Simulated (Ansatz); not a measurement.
# NaCl (singlet): wave-function methods side by side, cc-pVDZ

One table from this session's results is given with a row withheld; the runs are named, their logs left out.

Method: cc-pVDZ, core rule «outside noble gas», up to 10 orbitals frozen; program: Ansatz 0.2.0, Gaussian basis.

The runs, in order: UHF; CCSD(T) on RHF; BCCD(T) on RHF; CISD; CCSDT(Q) on RHF; CISDTQ; CCSDTQ on RHF; Full CI.

19 further runs of the same task are left out: 10 for a known fault of the program, 9 set aside as unsound or not needed.

## The system

The geometry is an MP2(full)/6-31G* stationary point (not a proven minimum).

2 atoms, charge 0, spin multiplicity 1.

Atoms are counted from 1 here; the program's logs count them from 0.

Bond lengths: Na1–Cl2 2.391 Å.

The first run:

in.yaml reads:

```yaml
crystal:
  periodic: [false, false, false]
  atoms:
    - {symbol: Na, position_ang: [0.000000, 0.000000, 0.000000]}
    - {symbol: Cl, position_ang: [0.000000, 0.000000, 2.390970]}
basis:
  gaussian: {orbitals: cc-pVDZ}
magnetization: {spin_polarized: true, initial_magnetization: 0}
hamiltonian: {xc: hf}
output: {orbitals: {seedname: orbitals}}
```

Run with:

```
ansatz run in.yaml --threads 1 --pin off --events-out ev --progress --plain --max-ram 4096MiB --backend cpu
```

Among the steps run: UHF; CCSD(T) on RHF; BCCD(T) on RHF; CISD; CCSDT(Q) on RHF; CISDTQ; CCSDTQ on RHF; Full CI.

One of the session's tables, all rows but one given; the rest of the session is left out.

```
   method  from FCI (kJ/mol)
      RHF             +408.1
     RMP2              +38.1
     CISD                  ?
    RCCSD               +7.0
 RCCSD(T)               +1.3
  BCCD(T)               +1.3
   RCCSDT               +0.8
   CISDTQ               +0.6
RCCSDT(Q)                0.0
  RCCSDTQ                0.0
      FCI                  0
```

Estimate the missing values for CISD.

The run gave: from FCI (kJ/mol): +22.8. In the column «from FCI (kJ/mol)» it lies between RCCSD (+7.0) and RMP2 (+38.1).
